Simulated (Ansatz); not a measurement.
Geometry optimisation, Ansatz, RKS PBE-D4/STO-3G.

Input file:

```yaml
crystal:
  periodic: [false, false, false]
  atoms:
    - { symbol: "N", position_ang: [-1.1232, 0.3176, 1.3894] }
    - { symbol: C, position_ang: [-0.6479, -0.32, 0.2026] }
    - { symbol: C, position_ang: [0.8232, -0.6123, 0.4038] }
    - { symbol: C, position_ang: [1.1473, -0.0951, -1.0297] }
    - { symbol: C, position_ang: [-0.2096, 0.7266, -0.8597] }
    - { symbol: H, position_ang: [-2.0874, 0.8005, 1.2267] }
    - { symbol: H, position_ang: [-1.2451, -0.2423, 2.1941] }
    - { symbol: H, position_ang: [-1.2017, -1.1327, -0.1888] }
    - { symbol: H, position_ang: [1.1156, -1.6464, 0.6293] }
    - { symbol: H, position_ang: [1.3684, 0.0017, 1.1937] }
    - { symbol: H, position_ang: [0.9744, -0.8882, -1.7672] }
    - { symbol: H, position_ang: [2.011, 0.4683, -1.1821] }
    - { symbol: H, position_ang: [-0.8984, 0.8387, -1.7425] }
    - { symbol: H, position_ang: [-0.0397, 1.7542, -0.4408] }
basis:
  gaussian: { orbitals: STO-3G }
hamiltonian:
  xc: pbe
  dispersion: d4
relax:
  f_tol: 0.02
  max_steps: 40
scf:
  lower_state_search: "off"
```

Run as:

```bash
$ ansatz run input.yaml --threads 1 --pin off --max-ram 2048MiB --backend cpu --events-out ev --progress --plain --runs-dir out
```

Question: Where does it end, and by what steps?

Answer: The forces met the threshold. Limits of this set-up: minimal basis. After 6 steps the energy has fallen by 1.017 eV; N1 moved furthest, 0.25 Å.

```json
{"step": "0", "energy less start (eV)": "0.0000", "largest force component (eV/Å)": "4.901", "accepted": "yes"}
{"step": "1", "energy less start (eV)": "-0.8693", "largest force component (eV/Å)": "1.707", "accepted": "yes"}
{"step": "2", "energy less start (eV)": "-0.9862", "largest force component (eV/Å)": "0.831", "accepted": "yes"}
{"step": "3", "energy less start (eV)": "-1.0059", "largest force component (eV/Å)": "0.391", "accepted": "yes"}
{"step": "4", "energy less start (eV)": "-1.0151", "largest force component (eV/Å)": "0.197", "accepted": "yes"}
{"step": "5", "energy less start (eV)": "-1.0170", "largest force component (eV/Å)": "0.051", "accepted": "yes"}
{"step": "6", "energy less start (eV)": "-1.0174", "largest force component (eV/Å)": "0.012", "accepted": "yes"}
```

```xyz
14
Properties=species:S:1:pos:R:3
N -1.125 0.526 1.522
C -0.623 -0.225 0.294
C 0.880 -0.697 0.384
C 1.149 -0.042 -1.020
C -0.233 0.701 -0.924
H -2.136 0.775 1.255
H -1.305 -0.262 2.230
H -1.289 -1.062 -0.034
H 1.051 -1.788 0.466
H 1.412 -0.173 1.202
H 1.171 -0.789 -1.837
H 2.046 0.603 -1.094
H -0.889 0.649 -1.814
H -0.123 1.754 -0.601
```

Whether the end is a true minimum wasn't checked by a vibrational analysis.

Run time: 12 s on 1 thread of Arm Neoverse V2, on a shared host, peak memory 0.098 GiB.
